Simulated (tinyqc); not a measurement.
Worked calculation: UHF in the sto-6g basis, for LiH, spin multiplicity 1. One step of it, computed by the program tinyqc.

Task: Iteration 1: building the Fock matrix. J_ij = sum D_kl (ij|kl) with D = D(alpha) + D(beta), K_ij = sum D_kl (ik|jl) for each spin; F = H + J - K(s); E = tr D H + tr D J / 2 - 0.5 sum_s tr D(s) K(s) + E_nn.

D(alpha) at the start:
```
            1Li 1s     1Li 2s   1Li 2px   1Li 2py    1Li 2pz      2H 1s
1Li 1s    1.021266  -0.069953  0.000000  0.000000  -0.028535  -0.121690
1Li 2s   -0.069953   0.283741  0.000000  0.000000   0.068225   0.327052
1Li 2px   0.000000   0.000000  0.000000  0.000000   0.000000   0.000000
1Li 2py   0.000000   0.000000  0.000000  0.000000   0.000000   0.000000
1Li 2pz  -0.028535   0.068225  0.000000  0.000000   0.016541   0.079118
2H 1s    -0.121690   0.327052  0.000000  0.000000   0.079118   0.378653
```

D(beta) at the start:
```
            1Li 1s     1Li 2s   1Li 2px   1Li 2py    1Li 2pz      2H 1s
1Li 1s    0.979341   0.042547  0.000000  0.000000  -0.019504  -0.010322
1Li 2s    0.042547   0.010397  0.000000  0.000000  -0.057450  -0.051570
1Li 2px   0.000000   0.000000  0.000000  0.000000   0.000000   0.000000
1Li 2py   0.000000   0.000000  0.000000  0.000000   0.000000   0.000000
1Li 2pz  -0.019504  -0.057450  0.000000  0.000000   0.375195   0.338719
2H 1s    -0.010322  -0.051570  0.000000  0.000000   0.338719   0.305844
```

core Hamiltonian H = T + V (hartree):
```
            1Li 1s     1Li 2s    1Li 2px    1Li 2py    1Li 2pz      2H 1s
1Li 1s   -4.793133  -1.019824   0.000000   0.000000  -0.018181  -0.344574
1Li 2s   -1.019824  -1.390603   0.000000   0.000000  -0.124986  -0.728550
1Li 2px   0.000000   0.000000  -1.143570   0.000000   0.000000   0.000000
1Li 2py   0.000000   0.000000   0.000000  -1.143570   0.000000   0.000000
1Li 2pz  -0.018181  -0.124986   0.000000   0.000000  -1.244040  -0.865950
2H 1s    -0.344574  -0.728550   0.000000   0.000000  -0.865950  -1.495814
```

Two-electron integrals (ij|kl) in chemists' order, unique and non-zero (hartree):
```
(11|11) 1.681247   (21|11) 0.242603   (21|21) 0.044507   (22|11) 0.397190
(22|21) 0.090279   (22|22) 0.290625   (31|31) 0.009437   (32|31) 0.014261
(32|32) 0.064236   (33|11) 0.397190   (33|21) 0.090279   (33|22) 0.290625
(33|33) 0.313125   (41|41) 0.009437   (42|41) 0.014261   (42|42) 0.064236
(43|43) 0.016875   (44|11) 0.397190   (44|21) 0.090279   (44|22) 0.290625
(44|33) 0.279374   (44|44) 0.313125   (51|51) 0.009437   (52|51) 0.014261
(52|52) 0.064236   (53|53) 0.016875   (54|54) 0.016875   (55|11) 0.397190
(55|21) 0.090279   (55|22) 0.290625   (55|33) 0.279374   (55|44) 0.279374
(55|55) 0.313125   (61|11) 0.080907   (61|21) 0.014468   (61|22) 0.029371
(61|33) 0.028978   (61|44) 0.028978   (61|51) 0.001910   (61|52) 0.003750
(61|55) 0.030157   (61|61) 0.005189   (62|11) 0.159738   (62|21) 0.036611
(62|22) 0.121293   (62|33) 0.115509   (62|44) 0.115509   (62|51) 0.006373
(62|52) 0.034584   (62|55) 0.132861   (62|61) 0.014120   (62|62) 0.079431
(63|31) 0.003396   (63|32) 0.014658   (63|53) 0.005569   (63|63) 0.006289
(64|41) 0.003396   (64|42) 0.014658   (64|54) 0.005569   (64|64) 0.006289
(65|11) 0.189329   (65|21) 0.043914   (65|22) 0.150682   (65|33) 0.140765
(65|44) 0.140765   (65|51) 0.009969   (65|52) 0.053231   (65|55) 0.170515
(65|61) 0.017827   (65|62) 0.109184   (65|65) 0.152947   (66|11) 0.341108
(66|21) 0.079791   (66|22) 0.286149   (66|33) 0.261734   (66|44) 0.261734
(66|51) 0.016890   (66|52) 0.107294   (66|55) 0.334976   (66|61) 0.032810
(66|62) 0.230804   (66|65) 0.330901   (66|66) 0.774999
```

nuclear repulsion = 1.02819406 hartree

Give: Coulomb J; exchange K(alpha); exchange K(beta); F(alpha); F(beta); total energy of this density.

Result:

Coulomb J (hartree):
```
         1Li 1s  1Li 2s  1Li 2px  1Li 2py  1Li 2pz   2H 1s
1Li 1s   4.0810  0.6525   0.0000   0.0000   0.0223  0.2252
1Li 2s   0.6525  1.3699   0.0000   0.0000   0.1360  0.6947
1Li 2px  0.0000  0.0000   1.3374   0.0000   0.0000  0.0000
1Li 2py  0.0000  0.0000   0.0000   1.3374   0.0000  0.0000
1Li 2pz  0.0223  0.1360   0.0000   0.0000   1.4348  0.8974
2H 1s    0.2252  0.6947   0.0000   0.0000   0.8974  1.8196
```

exchange K(alpha) (hartree):
```
          1Li 1s  1Li 2s  1Li 2px  1Li 2py  1Li 2pz   2H 1s
1Li 1s    1.6879  0.2492   0.0000   0.0000  -0.0022  0.0827
1Li 2s    0.2492  0.2223   0.0000   0.0000   0.1318  0.2694
1Li 2px   0.0000  0.0000   0.0382   0.0000   0.0000  0.0000
1Li 2py   0.0000  0.0000   0.0000   0.0382   0.0000  0.0000
1Li 2pz  -0.0022  0.1318   0.0000   0.0000   0.1483  0.2559
2H 1s     0.0827  0.2694   0.0000   0.0000   0.2559  0.5311
```

exchange K(beta) (hartree):
```
         1Li 1s  1Li 2s  1Li 2px  1Li 2py  1Li 2pz   2H 1s
1Li 1s   1.6709  0.2652   0.0000   0.0000   0.0007  0.0975
1Li 2s   0.2652  0.1128   0.0000   0.0000   0.0639  0.1507
1Li 2px  0.0000  0.0000   0.0216   0.0000   0.0000  0.0000
1Li 2py  0.0000  0.0000   0.0000   0.0216   0.0000  0.0000
1Li 2pz  0.0007  0.0639   0.0000   0.0000   0.2852  0.3101
2H 1s    0.0975  0.1507   0.0000   0.0000   0.3101  0.4880
```

F(alpha) (hartree):
```
          1Li 1s   1Li 2s  1Li 2px  1Li 2py  1Li 2pz    2H 1s
1Li 1s   -2.4000  -0.6166   0.0000   0.0000   0.0063  -0.2021
1Li 2s   -0.6166  -0.2431   0.0000   0.0000  -0.1207  -0.3033
1Li 2px   0.0000   0.0000   0.1556   0.0000   0.0000   0.0000
1Li 2py   0.0000   0.0000   0.0000   0.1556   0.0000   0.0000
1Li 2pz   0.0063  -0.1207   0.0000   0.0000   0.0425  -0.2244
2H 1s    -0.2021  -0.3033   0.0000   0.0000  -0.2244  -0.2072
```

F(beta) (hartree):
```
          1Li 1s   1Li 2s  1Li 2px  1Li 2py  1Li 2pz    2H 1s
1Li 1s   -2.3830  -0.6325   0.0000   0.0000   0.0034  -0.2169
1Li 2s   -0.6325  -0.1336   0.0000   0.0000  -0.0529  -0.1846
1Li 2px   0.0000   0.0000   0.1722   0.0000   0.0000   0.0000
1Li 2py   0.0000   0.0000   0.0000   0.1722   0.0000   0.0000
1Li 2pz   0.0034  -0.0529   0.0000   0.0000  -0.0944  -0.2786
2H 1s    -0.2169  -0.1846   0.0000   0.0000  -0.2786  -0.1641
```

total energy of this density = -7.889569 hartree
